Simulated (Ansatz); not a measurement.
# PbO (P4/nmm)

Theory: Ansatz, DFT r2SCAN, scalar-relativistic, plane waves, PAW.

Cutoff 500 eV; k points 8×8×6 on the computed 4-atom cell (Γ-centred); Gaussian smearing, width 0.02 eV; no spin polarisation.

The structure is relaxed at this level of theory with its symmetry kept. Whether it is the stable form of this composition wasn't checked.

```
Pb O
1.0
     3.98714    0.00000    0.00000
     0.00000    3.98714    0.00000
     0.00000    0.00000    5.32173
Pb O
2 2
Direct
  0.00000 0.50000 0.22318
  0.50000 0.00000 0.77682
  0.00000 0.00000 0.00000
  0.50000 0.50000 0.00000
```

* Space group: P4/nmm (No. 129)
* Volume per atom: 21.15 Å³
* Formation energy from the elements' standard states (uncorrected): -1.248 eV/atom
* Generalised Kohn–Sham band gap: 1.83 eV, indirect from (-0.031, -0.021, 0.000) to M
* Löwdin character of the top 1 eV of the valence band: O 2p 60 %, Pb 6s 21 %, Pb 6p 17 %
* Löwdin character of the lowest 1 eV of the conduction band: Pb 6p 69 %, O 2p 9 %, O 2s 9 %, Pb 6s 8 %, unprojected 6 %
* Electron masses at the edge by Cartesian direction of the standard setting (m_e; degenerate bands sorted by energy; no spin-orbit coupling): x: 0.37, 0.37; y: 0.37, 0.37; z: 0.44, 0.44
* Hole masses at the edge by Cartesian direction of the standard setting (m_e; degenerate bands sorted by energy; no spin-orbit coupling): x: 29; y: over 30; z: 0.73
* Bader charges (e): Pb (2 in the cell) 1.23, O (2 in the cell) -1.23

Spin-orbit coupling is left out, which matters for the bands of heavy elements.

Cost: 8 runs of about 9 core-minutes in all, on Arm Neoverse V2 (shared hosts).